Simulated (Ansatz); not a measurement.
A nudged elastic band was laid between two geometries of CH5BO + H2 (10 atoms, charge 0, multiplicity 1).

These are results of Ansatz, RKS BLYP/6-31G*, not measurements.

* movable images: 9
* climbing image: yes
* spring: 5.0 eV/Å²
* optimiser: quadratic models (default)
* start path: through a guess of the saddle point
* force threshold: 0.2 eV/Å
* iteration limit: 60
* end points: relaxed

First end point:

```xyz
10
Properties=species:S:1:pos:R:3
B -0.085 0.793 0.197
C -0.182 0.862 1.775
H -1.193 0.691 2.192
H 0.501 0.121 2.233
H 0.170 1.847 2.137
H 0.957 0.964 -0.384
O -1.151 0.541 -0.629
H -1.978 0.408 -0.117
H 0.274 -4.800 0.404
H 0.415 -4.845 1.138
```

Last end point:

```xyz
10
Properties=species:S:1:pos:R:3
B 0.079 -0.600 -1.543
C -0.214 -0.161 3.058
H -1.223 0.044 3.451
H 0.521 0.442 3.612
H -0.171 0.103 1.990
H 1.034 -0.046 -2.016
O -0.664 0.134 -0.661
H -1.428 -0.372 -0.311
H -0.226 -1.735 -1.820
H 0.020 -1.229 3.187
```

Problem. What changes between the two ends?

Solution. Bonds broken: B1–C2, H9–H10. Bonds formed: B1–H9, C2–H10. CH5BO + H2 becomes BH3O + CH4.

Problem. Give the energies along the band, and the barrier.

Solution. The run converged. The highest image is number 5 of 0 to 10, 44.6 kcal/mol above the first end and 51.6 kcal/mol above the last; the last end lies 7.0 kcal/mol below the first. The threshold of 0.2 eV/Å is loose, so the images may lie well off the minimum-energy path. Neighbouring images differ by up to 1.8 eV, so the band resolves the path poorly. The order of the point at the top wasn't checked. The orbitals stay closed-shell, which can raise the energy where a bond breaks towards radicals; this wasn't checked here.

```json
{"image": "0", "path coordinate (Å)": "0.00", "energy (kcal/mol)": "0.0", "B1–C2 (Å)": "1.58", "H9–H10 (Å)": "0.75", "B1–H9 (Å)": "5.61"}
{"image": "1", "path coordinate (Å)": "1.18", "energy (kcal/mol)": "0.0", "B1–C2 (Å)": "1.58", "H9–H10 (Å)": "0.75", "B1–H9 (Å)": "4.72"}
{"image": "2", "path coordinate (Å)": "2.37", "energy (kcal/mol)": "-0.1", "B1–C2 (Å)": "1.58", "H9–H10 (Å)": "0.75", "B1–H9 (Å)": "3.65"}
{"image": "3", "path coordinate (Å)": "3.55", "energy (kcal/mol)": "0.4", "B1–C2 (Å)": "1.58", "H9–H10 (Å)": "0.75", "B1–H9 (Å)": "2.89"}
{"image": "4", "path coordinate (Å)": "4.73", "energy (kcal/mol)": "6.9", "B1–C2 (Å)": "1.60", "H9–H10 (Å)": "0.75", "B1–H9 (Å)": "2.28"}
{"image": "5", "path coordinate (Å)": "5.91", "energy (kcal/mol)": "44.6", "B1–C2 (Å)": "1.83", "H9–H10 (Å)": "1.07", "B1–H9 (Å)": "1.34"}
{"image": "6", "path coordinate (Å)": "6.96", "energy (kcal/mol)": "2.2", "B1–C2 (Å)": "2.63", "H9–H10 (Å)": "1.86", "B1–H9 (Å)": "1.21"}
{"image": "7", "path coordinate (Å)": "8.01", "energy (kcal/mol)": "-5.5", "B1–C2 (Å)": "3.29", "H9–H10 (Å)": "2.53", "B1–H9 (Å)": "1.21"}
{"image": "8", "path coordinate (Å)": "9.06", "energy (kcal/mol)": "-6.4", "B1–C2 (Å)": "3.81", "H9–H10 (Å)": "3.19", "B1–H9 (Å)": "1.21"}
{"image": "9", "path coordinate (Å)": "10.10", "energy (kcal/mol)": "-6.8", "B1–C2 (Å)": "4.22", "H9–H10 (Å)": "3.98", "B1–H9 (Å)": "1.21"}
{"image": "10", "path coordinate (Å)": "11.15", "energy (kcal/mol)": "-7.0", "B1–C2 (Å)": "4.63", "H9–H10 (Å)": "5.04", "B1–H9 (Å)": "1.21"}
```

Problem. What is the geometry of the highest image?

Solution. 
```xyz
10
Properties=species:S:1:pos:R:3
B -0.005 -0.404 0.128
C -0.056 -0.070 1.930
H -0.952 -0.386 2.492
H 0.851 -0.314 2.505
H -0.111 1.022 1.801
H 1.090 -0.066 -0.218
O -1.129 0.112 -0.559
H -1.976 -0.284 -0.278
H 0.082 -1.737 0.090
H -0.067 -1.292 1.055
```

Time of the run: 89 s on 1 thread of Intel(R) Xeon(R) 6975P-C (Granite Rapids), on a shared host, peak memory 0.13 GiB.
